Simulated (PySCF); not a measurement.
Below is a simulated gas-phase C 1s photoelectron spectrum of `C#C[C@@H]1C=N1`.

Every computed line was given a Gaussian of 0.4 eV full width at half maximum and an area set by the number of equivalent atoms; the highest printed point is 100. Method used: delta-SCF UKS SCAN, pcX-2 on the ionised atom, pcseg-1 elsewhere, spin-free X2C in PySCF 2.14.0.

binding energy (eV), intensity and a bar:
```
    289.7          0 
    289.8          1 
    289.9          4 #
    290.0         12 ####
    290.1         27 ########
    290.2         44 #############
    290.3         51 ###############
    290.4         44 #############
    290.5         33 ##########
    290.6         33 ##########
    290.7         44 #############
    290.8         51 ###############
    290.9         44 #############
    291.0         27 ########
    291.1         12 ####
    291.2          4 #
    291.3          1 
    291.4          0 
    291.5          0 
    291.6          0 
    291.7          0 
    291.8          0 
    291.9          0 
    292.0          0 
    292.1          1 
    292.2          5 ##
    292.3         18 #####
    292.4         44 #############
    292.5         79 ########################
    292.6        100 ##############################
    292.7         90 ###########################
    292.8         58 #################
    292.9         26 ########
    293.0          8 ###
    293.1          2 #
    293.2          0
```

Question: How many maxima does the curve show, and how many computed lines lie under it?

Answer: The curve has 3 maxima (at 290.3, 290.8 and 292.6 eV). Under it lie 4 lines from 4 inequivalent carbon sites. At this width some lines have no maximum of their own.

Question: Decompose the envelope and assign each component. Numbering: `[CH:1]#[C:2][C@@H:3]1[CH:4]=[N:5]1`.

Answer: 
```tsv
position (eV)	relative area	line	atoms	environment
290.29	1	C 1s	C1	terminal alkyne carbon
290.81	1	C 1s	C2	alkyne carbon
292.60	1	C 1s	C3	sp3 carbon bound to nitrogen
292.64	1	C 1s	C4	C=N carbon
```

Question: What are the centre and the root-mean-square width of the whole band?

Answer: The area-weighted mean of the lines is 291.59 eV. Their own spread about it is 1.05 eV (rms) and each Gaussian has σ = 0.4/2.355 = 0.17 eV; the variances add, which gives 1.06 eV.

The listed C 1s values span 2.35 eV, from C1 (bonded to C (triple bond) and H) to C4 (bonded to N (double bond), C and H). The values 292.60 and 292.64 eV lie too close for their order to be trusted.

No satellites, vibrations or lifetime broadening are included. Spin contamination (⟨S²⟩ against 0.75 for a pure doublet) is marked for C 1s of C2 (0.85) and C 1s of C4 (0.87), which makes these values less certain. Isolated species at its GFN2-xTB geometry, gas phase.
